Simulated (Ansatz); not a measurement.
Input file:

```yaml
crystal:
  periodic: [false, false, false]
  atoms:
    - {symbol: B, position_ang: [0.000000, 0.000000, 0.114060]}
    - {symbol: B, position_ang: [0.000000, 0.000000, -1.406367]}
    - {symbol: H, position_ang: [0.000000, 0.000000, 1.292307]}
basis:
  gaussian: {orbitals: def2-SVPD}
magnetization: {spin_polarized: true, initial_magnetization: 3}
correlation: {method: bccd, electrons: all}
scf: {lower_state_search: off}
output: {forces: true}
```

```sh
$ ansatz run in.yaml --threads 1 --pin off --events-out ev --progress --plain --max-ram 2393MiB
```

Log:

```
these checks for a lower state are left out or cut short: starts, cluster_reference, orbital_swaps, neighbouring_geometries, increment
479 factors; integrals over basis functions are off by at most 1.3e-3 eV
mean field evaluation 1: about -1352.4450 eV, gradient 9.0e0 eV
mean field evaluation 2: about -1352.4466 eV, gradient 9.0e0 eV
mean field evaluation 4: about -1353.7722 eV, gradient 1.5e0 eV
mean field evaluation 8: about -1353.8533 eV, gradient 1.1e-1 eV
mean field -1353.85362363 eV, -49.7532029933 hartree, gradient 1.2e-6 eV, S^2 3.754812; 0 other end points of the search recorded, 0 dependent functions left out
reference -1353.85362363 eV, -49.7532029933 hartree; 7, 4 occupied and 41, 44 virtual orbitals, 479 factors
second order -2.97678622 eV of doubles, -0.00000000 eV of singles
cycle   1  -3.46478937 eV  change   -4.9e-1 eV  update   5.6e-2
cycle   2  -3.63810152 eV  change   -1.7e-1 eV  update   2.4e-2
cycle   3  -3.64957971 eV  change   -1.1e-2 eV  update   1.0e-2
cycle   4  -3.64864814 eV  change    9.3e-4 eV  update   4.7e-3
cycle   5  -3.64848289 eV  change    1.7e-4 eV  update   1.9e-3
cycle   6  -3.64846249 eV  change    2.0e-5 eV  update   5.1e-4
cycle   7  -3.64859062 eV  change   -1.3e-4 eV  update   1.3e-4
cycle   8  -3.64854008 eV  change    5.1e-5 eV  update   4.2e-5
cycle   9  -3.64851752 eV  change    2.3e-5 eV  update   1.4e-5
cycle  10  -3.64852284 eV  change   -5.3e-6 eV  update   4.3e-6
cycle  11  -3.64852279 eV  change    5.1e-8 eV  update   1.3e-6
cycle  12  -3.64852264 eV  change    1.5e-7 eV  update   4.1e-7
the calculation of the forces begins
Total energy: -1357.50214627 eV, -49.8872837272 hartree
Atom 0 at     0.000000     0.000000     0.114060 Å, force     0.000000     0.000000     0.433782 eV/Å
Atom 1 at     0.000000     0.000000    -1.406367 Å, force    -0.000000     0.000000    -0.666224 eV/Å
Atom 2 at     0.000000     0.000000     1.292307 Å, force     0.000000    -0.000000     0.232442 eV/Å
Dipole moment:    -0.000000    -0.000000     0.134112 e Å
Checks for a lower state left out: starts, cluster_reference, orbital_swaps, neighbouring_geometries, increment
```

Forces (eV/Å):
```
B    0.000  0.000  0.434
B    0.000  0.000 -0.666
H    0.000  0.000  0.232
```

Ran on 1 thread of Intel Xeon 6975P-C, shared host: 4.4 s wall, 0.25 GiB peak host memory.
